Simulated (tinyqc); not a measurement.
G0W0 on RHF in the sto-6g basis, for BH2+, spin multiplicity 1, step by step (part 2 of 2). Computed by tinyqc, a small Python program that keeps every step (integrals from PySCF). Command: `OMP_NUM_THREADS=1 python tinyqc.py 27385 27386 out.jsonl` (the two numbers bound the seeds that draw the settings). One thread of a shared host (Intel(R) Xeon(R) Processor @ 2.60GHz), about 0.1 s of CPU time with the checks.

Geometry (angstrom):

| atom | x | y | z |
|---|---|---|---|
| B | 0.000000 | 0.000000 | 0.000000 |
| H | 0.000000 | 1.208000 | 0.708000 |
| H | 0.000000 | -1.208000 | 0.708000 |

## G0W0 on Hartree-Fock: HOMO

orbital energies (hartree): MO1 -8.021359, MO2 -0.928038, MO3 -0.771575, MO4 -0.238238, MO5 -0.153835, MO6 0.164364, MO7 0.195144

Two-electron integrals over orbitals (pq|rs), unique and non-zero (hartree):
```
(11|11) 2.903991    (21|11) -0.261189   (21|21) 0.038210    (22|11) 0.617452
(22|21) -0.008562   (22|22) 0.463556    (31|31) 0.008780    (32|31) 0.013643
(32|32) 0.133874    (33|11) 0.538640    (33|21) -0.003087   (33|22) 0.449456
(33|33) 0.463901    (41|11) 0.158763    (41|21) -0.020958   (41|22) 0.013262
(41|33) 0.006012    (41|41) 0.027745    (42|11) -0.096830   (42|21) 0.007289
(42|22) 0.014966    (42|33) 0.016799    (42|41) 0.011033    (42|42) 0.072217
(43|31) -0.002658   (43|32) 0.028205    (43|43) 0.035869    (44|11) 0.689567
(44|21) -0.011808   (44|22) 0.431869    (44|33) 0.413448    (44|41) -0.009657
(44|42) -0.077113   (44|44) 0.557109    (51|51) 0.021974    (52|51) 0.021856
(52|52) 0.074934    (53|53) 0.017880    (54|51) -0.012693   (54|52) -0.035284
(54|54) 0.043782    (55|11) 0.743136    (55|21) -0.009089   (55|22) 0.466850
(55|33) 0.425562    (55|41) 0.005180    (55|42) -0.048615   (55|44) 0.498108
(55|55) 0.587109    (61|11) -0.185758   (61|21) 0.029430    (61|22) -0.000646
(61|33) 0.000480    (61|41) -0.005211   (61|42) 0.014812    (61|44) -0.018167
(61|55) -0.005024   (61|61) 0.030100    (62|11) 0.202406    (62|21) -0.006173
(62|22) 0.058144    (62|33) 0.017592    (62|41) 0.014370    (62|42) -0.006562
(62|44) 0.050581    (62|55) 0.102682    (62|61) 0.002931    (62|62) 0.088399
(63|31) 0.001573    (63|32) -0.060802   (63|43) -0.031742   (63|63) 0.073707
(64|11) 0.100133    (64|21) -0.000069   (64|22) 0.024748    (64|33) 0.000435
(64|41) 0.001694    (64|42) -0.018719   (64|44) 0.055699    (64|55) 0.051403
(64|61) 0.001503    (64|62) 0.049473    (64|64) 0.040425    (65|51) 0.014851
(65|52) 0.046798    (65|54) -0.010148   (65|65) 0.038164    (66|11) 0.606706
(66|21) -0.006764   (66|22) 0.468619    (66|33) 0.456667    (66|41) 0.021018
(66|42) 0.050477    (66|44) 0.404965    (66|55) 0.441885    (66|61) 0.006821
(66|62) 0.045427    (66|64) 0.012548    (66|66) 0.517743    (71|31) 0.012880
(71|32) 0.018235    (71|43) -0.004199   (71|63) 0.002229    (71|71) 0.018965
(72|31) 0.008166    (72|32) -0.012051   (72|43) -0.035834   (72|63) 0.050067
(72|71) 0.011443    (72|72) 0.054967    (73|11) 0.221630    (73|21) -0.005673
(73|22) 0.042298    (73|33) 0.022332    (73|41) -0.000264   (73|42) -0.060103
(73|44) 0.097675    (73|55) 0.111662    (73|61) -0.005943   (73|62) 0.070644
(73|64) 0.049956    (73|66) -0.002763   (73|73) 0.113875    (74|31) -0.008798
(74|32) -0.074093   (74|43) -0.002127   (74|63) 0.043685    (74|71) -0.012414
(74|72) 0.005365    (74|74) 0.061142    (75|53) 0.016331    (75|75) 0.018079
(76|31) 0.008615    (76|32) 0.109204    (76|43) 0.043455    (76|63) -0.074538
(76|71) 0.011505    (76|72) -0.039870   (76|74) -0.060169   (76|76) 0.117548
(77|11) 0.618927    (77|21) -0.007587   (77|22) 0.449528    (77|33) 0.463539
(77|41) 0.004441    (77|42) -0.001387   (77|44) 0.444290    (77|55) 0.445181
(77|61) -0.004950   (77|62) 0.016883    (77|64) 0.001957    (77|66) 0.463990
(77|73) 0.033447    (77|77) 0.487500
```

excitation energies w (hartree): 0.586530  0.652520  0.787634  0.911422  1.029553  1.098784  1.271639  1.341961  7.838186  7.911397  8.245980  8.254364

X + Y:
```
            1         2          3          4          5          6          7          8
1>4  0.000000  0.000000  -0.004535   0.000000   0.000000   0.005730   0.000000  -0.004802
1>5  0.000000  0.000000   0.000000  -0.010264   0.000000   0.000000   0.000000   0.000000
1>6  0.000000  0.000000  -0.005509   0.000000   0.000000   0.004394   0.000000   0.001069
1>7  0.001201  0.000000   0.000000   0.000000   0.001481   0.000000  -0.005333   0.000000
2>4  0.000000  0.000000   0.898683   0.000000   0.000000  -0.199457   0.000000  -0.086170
2>5  0.000000  0.000000   0.000000   0.921647   0.000000   0.000000   0.000000   0.000000
2>6  0.000000  0.000000  -0.069942   0.000000   0.000000  -0.603693   0.000000   0.716067
2>7  0.108816  0.000000   0.000000   0.000000  -0.444723   0.000000   0.847150   0.000000
3>4  0.946721  0.000000   0.000000   0.000000  -0.034838   0.000000  -0.070895   0.000000
3>5  0.000000  0.972984   0.000000   0.000000   0.000000   0.000000   0.000000   0.000000
3>6  0.113995  0.000000   0.000000   0.000000   0.861473   0.000000   0.359393   0.000000
3>7  0.000000  0.000000   0.301965   0.000000   0.000000   0.708190   0.000000   0.506171

             9        10         11         12
1>4   0.996156  0.000000  -0.024605   0.000000
1>5   0.000000  0.997217   0.000000   0.000000
1>6   0.025877  0.000000   0.996017   0.000000
1>7   0.000000  0.000000   0.000000   0.997702
2>4   0.000516  0.000000   0.000594   0.000000
2>5   0.000000  0.001093   0.000000   0.000000
2>6   0.001050  0.000000   0.000167   0.000000
2>7   0.000000  0.000000   0.000000   0.000771
3>4   0.000000  0.000000   0.000000  -0.000133
3>5   0.000000  0.000000   0.000000   0.000000
3>6   0.000000  0.000000   0.000000   0.000127
3>7  -0.000024  0.000000  -0.000345   0.000000
```

W(p,q,m) = sqrt2 sum_ia (pq|ia) (X+Y)_ia,m; Sigma_c(x) = sum_(i,m) W^2/(x - e_i + w_m) + sum_(a,m) W^2/(x - e_a - w_m); solve x = e_p + Sigma_c(x) by Newton steps; Z = 1/(1 - dSigma/dx); 1 hartree = 27.211386 eV.

The 12 largest terms at x = e_p (hartree; W for the signs of X + Y given):

| q | m | W | term |
|---|---|---|---|
| 7 | 8 | 0.160372 | -0.011140 |
| 6 | 7 | 0.100611 | -0.004585 |
| 2 | 5 | -0.067848 | 0.003881 |
| 7 | 6 | 0.070651 | -0.002417 |
| 4 | 7 | -0.062629 | -0.002173 |
| 6 | 5 | 0.059877 | -0.001824 |
| 2 | 7 | -0.048307 | 0.001634 |
| 4 | 1 | 0.037385 | -0.001248 |
| 3 | 3 | 0.029105 | 0.001076 |
| 2 | 1 | 0.026137 | 0.000919 |
| 3 | 8 | 0.031714 | 0.000749 |
| 7 | 3 | -0.034697 | -0.000686 |

Newton steps (hartree):

| step | x | Sigma_c(x) | Z |
|---|---|---|---|
| 0 | -0.771575 | -0.016722 | 0.980352 |
| 1 | -0.787969 | -0.016394 | 0.980314 |
| 2 | -0.787968 | -0.016394 | 0.980314 |

quasiparticle energy of the HOMO = -21.441714 eV

Hartree-Fock value = -20.995621 eV

## G0W0 on Hartree-Fock: LUMO

As before.

The 12 largest terms at x = e_p (hartree; W for the signs of X + Y given):

| q | m | W | term |
|---|---|---|---|
| 4 | 8 | 0.130576 | -0.012705 |
| 4 | 6 | 0.076202 | -0.005285 |
| 4 | 3 | -0.061093 | -0.004739 |
| 6 | 8 | 0.088132 | -0.004452 |
| 2 | 6 | -0.074782 | 0.003127 |
| 2 | 3 | 0.066579 | 0.003000 |
| 3 | 7 | -0.062629 | 0.002173 |
| 5 | 4 | -0.045805 | -0.002107 |
| 7 | 5 | 0.049926 | -0.001704 |
| 2 | 8 | -0.058521 | 0.001686 |
| 3 | 1 | 0.037385 | 0.001248 |
| 7 | 7 | 0.028938 | -0.000491 |

Newton steps (hartree):

| step | x | Sigma_c(x) | Z |
|---|---|---|---|
| 0 | -0.238238 | -0.020163 | 0.967440 |
| 1 | -0.257745 | -0.019514 | 0.968116 |
| 2 | -0.257752 | -0.019513 | 0.968116 |

quasiparticle energy of the LUMO = -7.013778 eV

Hartree-Fock value = -6.482790 eV
